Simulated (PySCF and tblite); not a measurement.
The numbers below are computed, except where a source is named.
C4H8O, numbered as in [CH3:1][CH2:2][CH2:3][CH:4]=[O:5].

Level: PBE0-D3(BJ)/def2-TZVP (IEF-PCM, chloroform)//PBE0-D3(BJ)/def2-SVP, thermal terms from GFN2-xTB, symmetry numbers and mirror pairs counted. Conformers within 3 kcal/mol (GFN2-xTB free energy) were kept, 8 at most. GIAO shieldings: wB97X-D/pcSseg-1 (IEF-PCM, chloroform). Shifts are against TMS (¹H), TMS (¹³C) at the same level. Run with PySCF (density fitting) and tblite.

Question: What shifts does this protocol give at 298.15 K under fast conformational exchange?

Answer: ¹H: 9.75 (H4, 1H), 2.32 (H3, 2H), 1.46 (H2, 2H), 0.99 (H1, 3H) ppm. ¹³C: 212.9 (C4), 49.8 (C3), 17.9 (C2), 15.5 (C1) ppm.

Question: How do the conformers differ?

Answer: Torsions listed: C1–C2–C3–C4, C2–C3–C4–O5. Of a mirror pair one member is shown.
```json
{"conformer": "1", "shape": "180°, 0°", "weight %": "35.8"}
{"conformer": "2", "shape": "71°, 4°", "weight %": "29.0"}
{"conformer": "3", "shape": "177°, 131°", "weight %": "16.4"}
{"conformer": "4", "shape": "-66°, 134°", "weight %": "16.1"}
{"conformer": "5", "shape": "67°, 124°", "weight %": "2.8"}
```

```csv
signal,1,2,3,4,5,average
H1,0.97,0.95,1.12,0.89,1.31,0.99
H2,1.33,1.42,1.50,1.73,1.56,1.46
H3,2.38,2.48,2.05,2.16,2.15,2.32
H4,9.83,9.79,9.63,9.62,9.95,9.75
C1,15.0,15.3,16.4,15.9,15.0,15.5
C2,17.1,17.2,19.3,19.2,20.9,17.9
C3,50.6,48.8,50.6,49.2,48.6,49.8
C4,212.1,212.3,213.2,215.4,213.7,212.9
```

Thermal terms of a conformer that GFN2-xTB lacks, or places elsewhere, come from the nearest GFN2-xTB minimum; such a conformer stays in the set even outside the window. Shifts are unscaled: against experiment ¹³C can be off by 15 ppm or more and ¹H by 0.8 ppm.
